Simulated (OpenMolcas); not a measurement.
# SiO2 (silicon dioxide molecule): levels of theory compared

Wanted: a comparison of 6 runs (B2PLYP/STO-3G, B3LYP/STO-3G, SVWN5/STO-3G, r2SCAN/STO-3G, MP2/STO-3G, ACPF/STO-3G) of SiO2 (silicon dioxide molecule). 

Program for the calculation: OpenMolcas 26.06.

3 further runs of the same task are left out: 1 for a known fault of the program, 2 that didn't finish.

### Step 1. The molecule

The species is SiO2 (3 atoms), meant as a singlet with charge 0. SMILES: `O=[Si]=O`. The Si2–O3 distance was set to 3.765 Å, away from the relaxed value. At this shape a bond of the SMILES string is far longer than usual.

Bond lengths: O1–Si2 1.506 Å.

### Step 2. A single-point energy at B2PLYP/STO-3G (run 1)

calc.inp

```
* O2Si Kohn-Sham DFT

&GATEWAY
  BASLIB
  $CurrDir
  COORD
  3
  bohr
  O      3.29630408     5.80911070     2.45081227
  Si     1.97776658     3.48550346     1.47049794
  O     -1.31851861    -2.32362614    -0.98031432
  BASIS
  STO-3G
  GROUP
  NoSym

&SEWARD
  GRIDINPUT
  Grid=UltraFine
  End of Grid

&SCF
  KSDFT
  B2PLYP_SCF
  THRESHOLDS
  1e-10 1e-07 1e-07 1e-05
  PRORBITALS
  1 1

&MBPT2
  FROZEN
  7
```

The basis set STO-3G is read from a file made from the Basis Set Exchange's data (not shown).

Run with:

```
$ export MOLCAS_MEM=1860
$ pymolcas calc.inp > calc.log
```

Log:

```text
--- Start Module: gateway ---
[...]
--- Stop Module: gateway /rc=_RC_ALL_IS_WELL_ ---
[...]
      Basis functions           19
[...]
--- Start Module: scf ---
[...]
       Convergence after  15 Iterations
[...]
::    Total KS-DFT energy                            -433.8546208069
[...]
      Total spin, S                                     0.0000000000
[...]
      Total electronic charge=   30.000000
      Total            charge=   -0.000000
[...]
      Dipole Moment (debye):
      Origin of the operator (angstrom)=    0.7674    1.3525    0.5706
                   X= -7.1284E-01               Y= -1.2562E+00               Z= -5.2999E-01           Total=  1.5385E+00
      Quadrupole Moment (debye*angstrom):
[...]
--- Stop Module: scf /rc=_RC_ALL_IS_WELL_ ---
[...]
--- Start Module: mbpt2 ---
[...]
 ###    WARNING: MP2 implementation intended for RHF references only         ###
 ###############################################################################
MBPT2 WARNING: Reference function according to RunFile:KS-DFT
I'll assume you know what you're doing and continue
WARNING!
Default frozen orbitals as non valence orbitals is overwritten by user input.
Default values:   4
[...]
       Reference weight ( Cref**2 )         =        0.81614
::    Total MBPT2 energy                             -434.0857283176
[...]
      Total MBPT2 calculations                           0.04      0.04
--- Stop Module: mbpt2 /rc=_RC_ALL_IS_WELL_ ---
[...]
```

Run time: 3.9 s. Hardware: 1 thread of Arm Neoverse V1, shared host; peak memory 0.37 GiB.

### Step 3. A single-point energy at B3LYP/STO-3G (run 2)

calc.input

```
>>> EXPORT MOLCAS_PRINT=2
&GATEWAY
BASLIB
$CurrDir
COORD
3
bohr
O      3.29630408     5.80911070     2.45081227
Si     1.97776658     3.48550346     1.47049794
O     -1.31851861    -2.32362614    -0.98031432
BASIS
STO-3G
GROUP
NoSym
&SEWARD
GRIDINPUT
Grid=UltraFine
End of Grid
&SCF
KSDFT
B3LYP
THRESHOLDS
1e-10 1e-07 1e-07 1e-05
PRORBITALS
1 1
```

The basis set STO-3G is read from a file made from the Basis Set Exchange's data (not shown).

Run with:

```
$ export MOLCAS_MEM=1860
$ pymolcas calc.input > calc.log
```

Log:

```text
--- Start Module: gateway ---
[...]
--- Stop Module: gateway /rc=_RC_ALL_IS_WELL_ ---
--- Start Module: seward ---
[...]
      Basis functions           19
--- Stop Module: seward /rc=_RC_ALL_IS_WELL_ ---
--- Start Module: scf ---
[...]
       Convergence after  23 Iterations
[...]
::    Total KS-DFT energy                            -434.1963153974
[...]
      Total spin, S                                     0.0000000000
[...]
      Total electronic charge=   30.000000
      Total            charge=   -0.000000
[...]
      Dipole Moment (debye):
      Origin of the operator (angstrom)=    0.7674    1.3525    0.5706
                   X= -5.9913E-01               Y= -1.0558E+00               Z= -4.4545E-01           Total=  1.2931E+00
      Quadrupole Moment (debye*angstrom):
[...]
--- Stop Module: scf /rc=_RC_ALL_IS_WELL_ ---
[...]
```

Wall time 5.4 s (1 thread of Arm Neoverse V1, shared host); peak memory 0.37 GiB.

### Step 4. A single-point energy at SVWN5/STO-3G (run 3)

calc.inp

```
* O2Si Kohn-Sham DFT
>>> EXPORT MOLCAS_PRINT=2
&GATEWAY
BasLib
$CurrDir
Coord
3
bohr
O      3.29630408     5.80911070     2.45081227
Si     1.97776658     3.48550346     1.47049794
O     -1.31851861    -2.32362614    -0.98031432
Basis
STO-3G
Group
NoSym
&SEWARD
GridInput
Grid=UltraFine
End of Grid
&SCF
KSDFT
SVWN5
Thresholds
1e-10 1e-07 1e-07 1e-05
PrOrbitals
1 1
```

The basis set STO-3G is read from a file made from the Basis Set Exchange's data (not shown).

Run with:

```
$ export MOLCAS_MEM=1860
$ pymolcas calc.inp > calc.log
```

Log:

```text
--- Start Module: gateway ---
[...]
--- Stop Module: gateway /rc=_RC_ALL_IS_WELL_ ---
--- Start Module: seward ---
[...]
      Basis functions           19
--- Stop Module: seward /rc=_RC_ALL_IS_WELL_ ---
--- Start Module: scf ---
[...]
       Convergence after  23 Iterations
[...]
::    Total KS-DFT energy                            -431.8962247459
[...]
      Total spin, S                                     0.0000000000
[...]
      Total electronic charge=   30.000000
      Total            charge=   -0.000000
[...]
      Dipole Moment (debye):
      Origin of the operator (angstrom)=    0.7674    1.3525    0.5706
                   X= -1.5173E-01               Y= -2.6737E-01               Z= -1.1281E-01           Total=  3.2747E-01
      Quadrupole Moment (debye*angstrom):
[...]
--- Stop Module: scf /rc=_RC_ALL_IS_WELL_ ---
[...]
```

It took 4.2 s on 1 thread of Arm Neoverse V1, shared host; peak memory 0.37 GiB.

Runs 4 to 5 aren't shown in full; the table further down has their settings and results.

### Step 5. The energy at ACPF/STO-3G (run 6)

calc.input

```
>>> EXPORT MOLCAS_PRINT=2

&GATEWAY
 BasLib = $CurrDir
 Coord
 3
 bohr
 O      3.29630408     5.80911070     2.45081227
 Si     1.97776658     3.48550346     1.47049794
 O     -1.31851861    -2.32362614    -0.98031432
 Basis = STO-3G
 Group = NoSym

&SEWARD

&SCF
 Thresholds = 1e-10 1e-07 1e-07 1e-05
 PrOrbitals = 1 1

&MOTRA
 Frozen = 7

&GUGA
 Electrons = 16
 Spin = 1
 Inactive = 8
 Active = 0
 CIAll = 1

&CPF
 ACPF
```

The basis set STO-3G is read from a file made from the Basis Set Exchange's data (not shown).

Run with:

```
$ export MOLCAS_MEM=1860
$ pymolcas calc.input > calc.log
```

Log:

```text
--- Start Module: gateway ---
[...]
--- Stop Module: gateway /rc=_RC_ALL_IS_WELL_ ---
[...]
      Basis functions           19
[...]
       Convergence after  14 Iterations
[...]
::    Total SCF energy                               -433.0609430190
[...]
      Total spin, S                                     0.0000000000
[...]
      *** WARNING: Default frozen orbitals is overwritten by user input.
      *** Default values:   4
[...]
--- Start Module: guga ---
[...]
--- Stop Module: guga /rc=_RC_ALL_IS_WELL_ ---
--- Start Module: cpf ---
[...]
      Active orbitals                            0       0
[...]
      Spin quantum number                      0.0
[...]
     FINAL ACPF ENERGY        -433.26554638
     FINAL CORRELATION ENERGY   -0.20460336  REFERENCE ENERGY    -433.06094302
[...]
      Title:  ACPF natural orbitals
[...]
      Total electronic charge=   30.000000
      Total            charge=   -0.000000
[...]
      Dipole Moment (debye):
      Origin of the operator (angstrom)=    0.7674    1.3525    0.5706
                   X= -1.7695E-01               Y= -3.1183E-01               Z= -1.3156E-01           Total=  3.8191E-01
      Quadrupole Moment (debye*angstrom):
[...]
--- Stop Module: cpf /rc=_RC_ALL_IS_WELL_ ---
[...]
```

It took 1.8 s on 1 thread of Arm Neoverse V1, shared host; peak memory 0.37 GiB.

### Step 6. The series

```csv
run,level,frozen core orbitals,integration grid,energy (Eh),dipole moment (D) of the reference,HOMO energy (eV),LUMO energy (eV),wall time
1,B2PLYP/STO-3G,7,UltraFine,-433.917020,1.54,-5.59,1.21,3.9 s
2,B3LYP/STO-3G,–,UltraFine,-434.196315,1.29,-4.04,-2.28,5.4 s
3,SVWN5/STO-3G,–,UltraFine,-431.896225,0.33,-2.04,-2.02,4.2 s
4,r2SCAN/STO-3G,–,UltraFine,-434.123818,4.98,-2.98,-2.92,5.1 s
5,MP2/STO-3G,7,–,-433.217895,1.85,-7.79,6.31,1.8 s
6,ACPF/STO-3G,7,–,-433.265546,1.85,-7.79,6.31,1.8 s
```

### Step 7. Summary of results

| quantity | value |
| --- | --- |
| run 6: total energy | -433.26555 Eh |
| run 6: dipole moment (mean-field density) | 1.85 D |
| run 6: HOMO energy (Hartree–Fock orbitals) | -7.79 eV |
| run 6: LUMO energy (Hartree–Fock orbitals) | 6.31 eV |
| run 6: HOMO–LUMO gap (Hartree–Fock orbitals) | 14.10 eV |
| run 6: correlation energy (7 core orbitals frozen) | -204.6 mEh |

In words: Over runs 1, 2, 3, 4 the dipole moment (its size) runs from 0.33 D (SVWN5/STO-3G) to 4.98 D (r2SCAN/STO-3G). The two dipoles point in opposite directions. Over runs 1, 2, 3, 4 the HOMO–LUMO gap runs from 0.02 eV (SVWN5/STO-3G) to 6.80 eV (B2PLYP/STO-3G). A double hybrid's value is that of its SCF part. For B2PLYP the log adds the whole second-order term; the table takes 0.27 of it, as the functional is defined. Totals of different functionals can't be ranked against each other. In runs 1, 2, 3, 4, 5, 6 the basis is minimal, so the values are rough. In runs 1, 2, 3, 4, 5, 6 a closed-shell determinant meets a far-stretched bond, which it describes badly. All runs together took 22 s, the longest 5.4 s.
